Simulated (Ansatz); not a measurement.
Relaxation of FH$_{5}$OSi (8 atoms, charge 0, multiplicity 1), to a largest force component of 0.03 eV/Å in at most 50 steps.

The calculation used Ansatz 0.2.0, RKS PBE-D4/def2-TZVP.

```xyz
8
Properties=species:S:1:pos:R:3
Si -0.147 0.152 0.039
O -0.121 0.183 1.721
H -0.976 0.031 2.150
H 1.268 0.288 -0.391
H -0.924 1.338 -0.453
H -0.800 -1.076 -0.505
F 1.282 -2.092 0.913
H 1.160 -1.610 1.702
```

Where does it end, and by what steps?

The run converged. After 11 steps the energy has fallen by 0.223 eV; F7 moved furthest, 1.01 Å.

```json
{"step": "0", "energy less start (eV)": "0.0000", "largest force component (eV/Å)": "0.412", "accepted": "yes"}
{"step": "1", "energy less start (eV)": "-0.0473", "largest force component (eV/Å)": "1.398", "accepted": "yes"}
{"step": "2", "energy less start (eV)": "-0.1045", "largest force component (eV/Å)": "1.687", "accepted": "yes"}
{"step": "3", "energy less start (eV)": "-0.1451", "largest force component (eV/Å)": "0.985", "accepted": "yes"}
{"step": "4", "energy less start (eV)": "-0.1982", "largest force component (eV/Å)": "0.634", "accepted": "yes"}
{"step": "5", "energy less start (eV)": "-0.2163", "largest force component (eV/Å)": "0.239", "accepted": "yes"}
{"step": "6", "energy less start (eV)": "-0.2188", "largest force component (eV/Å)": "0.072", "accepted": "yes"}
{"step": "7", "energy less start (eV)": "-0.2209", "largest force component (eV/Å)": "0.067", "accepted": "yes"}
{"step": "8", "energy less start (eV)": "-0.2213", "largest force component (eV/Å)": "0.084", "accepted": "yes"}
{"step": "9", "energy less start (eV)": "-0.2225", "largest force component (eV/Å)": "0.035", "accepted": "yes"}
{"step": "10", "energy less start (eV)": "-0.2228", "largest force component (eV/Å)": "0.135", "accepted": "yes"}
{"step": "11", "energy less start (eV)": "-0.2233", "largest force component (eV/Å)": "0.028", "accepted": "yes"}
```

```xyz
8
Properties=species:S:1:pos:R:3
Si -0.245 0.254 -0.142
O -0.022 -0.225 1.462
H -0.819 -0.285 2.012
H 1.126 0.291 -0.716
H -0.885 1.605 -0.180
H -1.109 -0.721 -0.874
F 1.640 -2.226 1.852
H 1.055 -1.476 1.764
```

Whether the end is a true minimum wasn't checked by a vibrational analysis.

Time of the run: 10 s on 4 threads of Arm Neoverse V1 (shared host), peak memory 0.19 GiB.
